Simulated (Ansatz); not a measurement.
Reaction (SMILES): FOF + H+ → F[OH+]F
B3LYP-D3(BJ)/def2-TZVP geometries, fixed; electronic energies without zero-point terms; positive where energy is released.

Effect of a fitting basis named in the input at MP2/cc-pVTZ with Ansatz (an electronic-structure program), against the last row, where the proton affinity is 113.80 kcal/mol. Cores are frozen. A restricted Hartree-Fock determinant is unstable towards unrestricted orbitals. The proton sits at the site shown, which need not be the one that binds it best. The default fits or decomposes integrals by the program's own choice; accuracy: high also tightens integrals, grids and stops.

```json
[
 {"setting": "fitting: def2-universal-jkfit and def2-SVP-RIFIT", "largest shift of a total energy (mEh)": "-6.606", "shift of the proton affinity (kcal/mol)": "-0.404"},
 {"setting": "fitting: def2-universal-jkfit and cc-pVDZ-RIFIT", "largest shift of a total energy (mEh)": "-4.448", "shift of the proton affinity (kcal/mol)": "-0.276"},
 {"setting": "fitting: def2-universal-jkfit and cc-pVTZ-RIFIT", "largest shift of a total energy (mEh)": "0.238", "shift of the proton affinity (kcal/mol)": "0.007"},
 {"setting": "fitting: def2-universal-jkfit and aug-cc-pVTZ-RIFIT", "largest shift of a total energy (mEh)": "0.248", "shift of the proton affinity (kcal/mol)": "0.009"},
 {"setting": "fitting: def2-universal-jkfit and cc-pVQZ-RIFIT", "largest shift of a total energy (mEh)": "0.243", "shift of the proton affinity (kcal/mol)": "0.013"},
 {"setting": "fitting: def2-universal-jkfit and aug-cc-pVQZ-RIFIT", "largest shift of a total energy (mEh)": "0.237", "shift of the proton affinity (kcal/mol)": "0.013"},
 {"setting": "accuracy: high", "largest shift of a total energy (mEh)": "-0.006", "shift of the proton affinity (kcal/mol)": "0.000"},
 {"setting": "accuracy: medium (default)", "largest shift of a total energy (mEh)": "0.000", "shift of the proton affinity (kcal/mol)": "0.000"}
]
```

Within 0.02 kcal/mol in the proton affinity: fitting: def2-universal-jkfit and cc-pVTZ-RIFIT; fitting: def2-universal-jkfit and aug-cc-pVTZ-RIFIT; fitting: def2-universal-jkfit and cc-pVQZ-RIFIT; fitting: def2-universal-jkfit and aug-cc-pVQZ-RIFIT; accuracy: high. The largest shift is 6.606 mEh in a total energy and 0.404 kcal/mol in the difference.
